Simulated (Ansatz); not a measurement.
Mg₂H. Total charge 0; quartet. Geometry PBE0-D4/def2-TZVP; atoms count from 1.

```xyz
3

Mg    1.551   -2.033    0.704
Mg   -0.269    0.359   -0.124
H    -1.282    1.675   -0.579
```

At PBE0-D4/def2-TZVP a doublet of charge 0 lies 2.53 eV below the quartet, each at its own geometry. The structure comes from a short search, and lower isomers may exist.

(1) Estimate the Mulliken populations from the PBE0/def2-TZVP orbitals of Ansatz.

(2) Where does the spin sit?

(3) And the Mayer bond orders between bonded heavy atoms (over 0.3)?

## Answers

(1) 
```tsv
atom	charge (e)	spin (α − β)
Mg1	0.04	1.98
Mg2	0.10	0.82
H3	-0.14	0.20
```
Mulliken values and Mayer orders depend strongly on the basis.

(2) Summed by element: Mg 2.80, H 0.20, of 3 unpaired in all. Largest on single atoms: Mg1 1.98, Mg2 0.82, H3 0.20.

(3) Mg1–Mg2 0.83 (3.12 Å).
